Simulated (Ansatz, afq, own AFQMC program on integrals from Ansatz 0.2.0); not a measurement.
**CH$_{2}$N, quartet → CH2N⁺, triplet**

```yaml
atoms:
  - { symbol: N, position_ang: [0.0000, 0.0000, 0.5481] }
  - { symbol: C, position_ang: [0.0000, 0.0000, -0.8171] }
  - { symbol: H, position_ang: [0.0000, 0.8633, 1.0602] }
  - { symbol: H, position_ang: [0.0000, -0.8633, 1.0602] }
```

Connectivity, by distances: NH2–C.

E(triplet, charge +1) − E(quartet, charge +0) at this geometry, on UHF and ROHF determinants.

Basis cc-pVDZ. Noble-gas cores (and the filled d shells of Ga–Kr and In–Xe) are frozen. Integrals, coupled cluster, full CI and functionals: Ansatz 0.2.0; the random walks run on the same integrals in our own AFQMC program. The CISD trial takes its coefficients from CCSD amplitudes. Released means that phaseless walkers are propagated on without the constraint, phases kept. Error bars are statistical, one sigma. The errors of all members are added in quadrature.

No full CI on the walks' own integrals is used here; CCSDT(Q) serves as the reference and is uncertain by about the last step of the cluster series. Each member takes its own surest rung, up to full CI.

Errors are counted within cc-pVDZ, not against nature.

Cautions: CH₂N (quartet): another spin lies lower, the released energies are still falling, so no released level is given (meV from the phaseless value at times in 1/Eh: -1.0 ± 1.2 at 0.24, -3.5 ± 2.1 at 0.51, -5.3 ± 2.0 at 0.99, -9 ± 3 at 1.62, 54 ± 71 at 2.40), though the last usable value meets CCSDT(Q) within the noise; CH₂N⁺ (triplet): lower spins were not checked, a spin-contaminated unrestricted determinant lies lower (UHF 451 meV lower, ⟨S²⟩ 2.39), raised T1 diagnostic (T1 0.042, weight of the determinant 0.87, largest double 0.13), its ph-AFQMC/CISD value lies 21 ± 5 meV above CCSDT(Q); this needn't be the first ionization.

Reference (CCSDT(Q)): 6.773 eV.

| level | vertical ionization energy (eV) | error against CCSDT(Q) (eV) |
| --- | --- | --- |
| HF | 7.313 | 0.541 |
| MP2 | 7.006 | 0.234 |
| CCSD | 6.904 | 0.132 |
| CCSD(T) | 6.797 | 0.025 |
| CCSDT | 6.781 | 0.008 |
| ph-AFQMC/CISD | 6.788 ± 0.006 | 0.015 ± 0.006 |

Correlation beyond CCSD(T) takes off 0.025 eV. The perturbative (T) step is worth −0.107 eV.

A walk keeps the symmetry of its determinant, which the program's search chose and which needn't be the lowest solution, so a lower state of the same spin and another symmetry isn't excluded.
